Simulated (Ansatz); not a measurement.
# Voigt–Reuss–Hill shear modulus of fcc Pt at several levels of theory

No measured value is used here.

```csv
level (code),value (GPa),cell (Å³/atom)
LDA (Ansatz),69.1,14.76
PBE (Ansatz),…,15.64
PBEsol (Ansatz),65.7,15.04
r²SCAN (Ansatz),52.0,15.29
HSE06 (Ansatz),39.3,15.12
```

Fill in the missing entries.


- PBE (Ansatz, an electronic-structure program), value (GPa): 53.6

The crystal itself was run without spin with LDA, PBE, PBEsol, r²SCAN, HSE06; a magnetic state was not tried in these runs. Density-functional levels without +SOC have no spin–orbit coupling. HSE06: hybrids on metals are sensitive to the k mesh. HSE06: the run warned that the count of filled bands differs between k points. Each level is taken at its own relaxed cell. Cutoffs and k meshes differ between the levels. Ansatz's density-functional and Hartree–Fock values are scalar-relativistic unless marked +SOC, with PAW data made under PBE.
